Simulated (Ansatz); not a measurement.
# What a trial cell of Na2Sb relaxes into

Level of theory: DFT PBE, scalar-relativistic, plane waves, PAW (Ansatz). Cutoff 420 eV, Γ-centred k mesh, Gaussian smearing, no spin polarisation in the final step.

The start is a random cell of Na2Sb with space group I4_1md (No. 109), drawn with lower limits on the distances.

```
CELL_PARAMETERS angstrom
-3.55954 3.55954 2.96893
3.55954 -3.55954 2.96893
3.55954 3.55954 -2.96893
ATOMIC_POSITIONS crystal
Na 0.71960 0.49518 0.77558
Na 0.71960 0.94402 0.22442
Na 0.69402 0.96960 0.72442
Na 0.24518 0.96960 0.27558
Sb 0.12500 0.62500 0.50000
Sb 0.37500 0.37500 0.00000
```

Cell and atoms relax at zero pressure; the relaxation can't lower the symmetry of the start. After a coarse first stage the cell is made exact in the group found at 0.06 Å.

Formation energies are uncorrected and refer to the elements' standard structures at the same level.

(1) What does it relax into?

(2) What are its volume, energy, density and gap?

Answers

(1) It keeps I4_1md (No. 109). Conventional cell: a = 9.095 Å, c = 5.200 Å. Around Na lie 3 Sb at 3.09–3.16 Å and 5 Na at 3.48–3.55 Å; around Sb lie 6 Na at 3.09–3.16 Å.

```
Na Sb
1.0
    -4.54742    4.54742    2.59995
     4.54742   -4.54742    2.59995
     4.54742    4.54742   -2.59995
Na Sb
4 2
Direct
  0.76881 0.57753 0.80872
  0.76881 0.96009 0.19128
  0.71009 0.01881 0.69128
  0.32753 0.01881 0.30872
  0.02657 0.52657 0.50000
  0.27657 0.27657 0.00000
```

(2) The volume per atom is 35.84 Å³. The density is 2.59 g/cm³. The energy over the elements is -0.08 eV/atom. The gap on the 8×8×8 mesh is 0 eV (a metal).

The final run used a 8×8×8 mesh on its 6-atom cell and 0.10 eV smearing. For metals, differences of a few meV/atom aren't resolved. Spin–orbit coupling is left out. A structure relaxed within its symmetry needn't be a true minimum.

Cost: 2 runs of about 2.4 core-minutes in all, on Intel Xeon 6975P-C (Granite Rapids) (shared hosts).